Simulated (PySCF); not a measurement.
PySCF input (M06-2X/6-311+G**):

```python
from pyscf import gto, dft

mol = gto.M(
    atom='''
    C     0.02626120    0.80023624   -0.00162620
    N    -0.02330573   -0.71017665    0.00144319
    H    -0.99358514    1.17371220   -0.00278660
    H    -0.51214923   -1.06595556    0.82736530
    H    -0.51150715   -1.06933122   -0.82339698
    H     0.55255591    1.12478962    0.89126304
    H     0.55325085    1.12113599   -0.89542565
    H     0.91700769   -1.11453191    0.00263580
    ''',
    basis='6-311+g**',
    charge=1,
    spin=0,
    verbose=4,
)

mf = dft.RKS(mol, xc='m062x')
mf.grids.level = 4
mf.conv_tol = 1e-9
mf.max_cycle = 100
mf.max_memory = 1500
mf.kernel()
if not mf.converged:
    mf = mf.newton()
    mf.kernel(mf.make_rdm1())
mf.dip_moment()
```

What final total energy does it give?

-96.18750 Eh.
